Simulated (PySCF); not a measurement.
Energy landscape of H₃P, singlet: umbrella (inversion) coordinate, bond length relaxed. Scanned: angle between the P-H bonds and the threefold axis (90 = planar). Other coordinates (P-H bond length) were minimised at PBE0/def2-TZVP. Each profile is relative to its own lowest point.

```csv
a / °,A,B,C
90,140.1,137.6,150.3
93,137.1,134.8,146.5
96,128.2,126.6,135.6
99,114.3,113.6,118.9
102,96.7,97.1,98.2
105,76.9,78.4,75.8
108,56.7,59.1,53.7
111,37.9,40.8,33.8
114,21.8,24.7,17.4
117,9.6,12.1,5.9
120,2.1,3.6,0.0
123,0.0,0.0,0.5
126,3.6,1.7,7.8
129,13.2,9.0,22.3
132,28.8,22.2,44.3
```

Energies in kJ/mol.

**Question.** Assign the columns to these levels of theory: MP2 on RHF/cc-pVTZ, 5 core orbitals frozen (PySCF); PBE/cc-pVTZ (PySCF 2.14.0); RHF/cc-pVTZ (PySCF).

**Answer.** A is MP2; B is PBE; C is RHF.
